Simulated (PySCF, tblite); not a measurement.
# BN₂H₇: geometry, infrared bands, NMR shifts and spin-spin couplings

Wanted: the infrared bands, NMR shifts and spin-spin couplings of BN₂H₇ (`N[BH2-][NH3+]`), by calculation.

The runs use tblite 0.8.0 and PySCF 2.14.0, with density-fitted response routines of our own; the level of theory stands in each step. All values are computed, except where a source is named. Atoms count from 0, in the outputs and in this text.

### Step 1. The molecule as given

10 atoms, charge 0, multiplicity 1; geometry from: force field or distance geometry start.

Bonds of the start (Å): N0–B1 1.53, B1–N2 1.56, N0–H3 1.04, N0–H4 1.06, B1–H5 1.19, B1–H6 1.20, N2–H7 1.02, N2–H8 1.05, N2–H9 1.03.

### Step 2. Relaxing the molecule with GFN2-xTB

What the job is given:

```
{"job": {"kind": "relax", "xc": "GFN2-xTB", "basis": "xTB"}, "charge": 0, "multiplicity": 1}
N     -1.483800    -0.096400    -0.227200
B     -0.114000     0.561900    -0.375800
N      1.001800    -0.298300     0.283300
H     -1.431600    -1.025600    -0.689500
H     -1.669200    -0.162500     0.815200
H      0.139700     0.844100    -1.499500
H     -0.110800     1.591100     0.247700
H      1.055500    -1.244300    -0.106300
H      0.733100    -0.385600     1.292600
H      1.888300     0.220300     0.237000
```

Started as:

```bash
OMP_NUM_THREADS=1 python probes_run.py task.json out
```

This one command runs all jobs of the session in turn.

**Question.** This job is followed by: GFN2-xTB harmonic vibrations, gas phase; GIAO PBE0/pcSseg-1 NMR shielding, non-relativistic, gas phase; B3LYP/pcJ-1 indirect spin-spin coupling, non-relativistic, gas phase. Predict these results of the whole session: strongest single infrared mode (GFN2-xTB); zero-point energy (GFN2-xTB); ¹H shifts against TMS (PBE0/pcSseg-1, means over atoms taken as alike); ¹⁵N shifts against NH3 (PBE0/pcSseg-1); ¹¹B shifts against BF3·OEt2 (PBE0/pcSseg-1); largest coupling of the table (B3LYP/pcJ-1).

As calculated:

| quantity | value |
| --- | --- |
| strongest single infrared mode (GFN2-xTB) | 2551 cm⁻¹, 289 km/mol |
| zero-point energy (GFN2-xTB) | 51.9 kcal/mol |
| ¹H shifts against TMS (PBE0/pcSseg-1, means over atoms taken as alike) | 3.76, 1.69, 0.92 ppm |
| ¹⁵N shifts against NH3 (PBE0/pcSseg-1) | 57.2, 49.8 ppm |
| ¹¹B shifts against BF3·OEt2 (PBE0/pcSseg-1) | 8.1 ppm |
| largest coupling of the table (B3LYP/pcJ-1) | ¹J(B,H) B1–H5, 129.3 Hz |

In words: Over 41 steps the energy fell by 0.510 eV; of the close pairs, B1–N2 changed most, 1.555 to 2.066 Å. No mode is imaginary among the 24: a minimum at this level. The strongest single mode, at 2551 cm⁻¹, moves mainly H5 and H6. GFN2-xTB is a fitted tight-binding method: band positions and strengths are rough. Its intensities can rank the bands wrongly. At PBE0/pcSseg-1: The largest span, 69 ppm, is at B1, where the paramagnetic term is -99 ppm. In the run at B3LYP/pcJ-1, the largest coupling of the table is B1–H5 (mean over like pairs), 129.3 Hz, of which the Fermi-contact term gives 129.2 Hz.
